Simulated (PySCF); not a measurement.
# Working with the constants of AlS⁻

RHF-CCSD(T) constants of AlS⁻, ¹Σ⁺ (singlet), closed shell (Al def2-SVPD, S def2-SVPD; no relativity (PySCF 2.14); masses 26.9815 and 31.9721 u):

- ωe: 559.0 cm⁻¹
- ωexe: 2.14 cm⁻¹
- Be: 0.25515 cm⁻¹
- αe: 0.00141 cm⁻¹
- D (centrifugal): 2.13e-07 cm⁻¹

(1) Give the vibrational terms G(v) and spacings up to v = 6.

Correlated steps freeze 10 core orbitals. The CCSD T1 diagnostic is raised, a sign that a single reference may not be enough here.

Answers

(1) G(v) = ωe(v+½) − ωexe(v+½)².

```
v  G(v) (cm⁻¹)  G(v) − G(v−1)  Bv (cm⁻¹)
0        279.0                    0.2544
1        833.7          554.7     0.2530
2       1384.1          550.4     0.2516
3       1930.3          546.2     0.2502
4       2472.2          541.9     0.2488
5       3009.8          537.6     0.2474
6       3543.1          533.3     0.2460
```
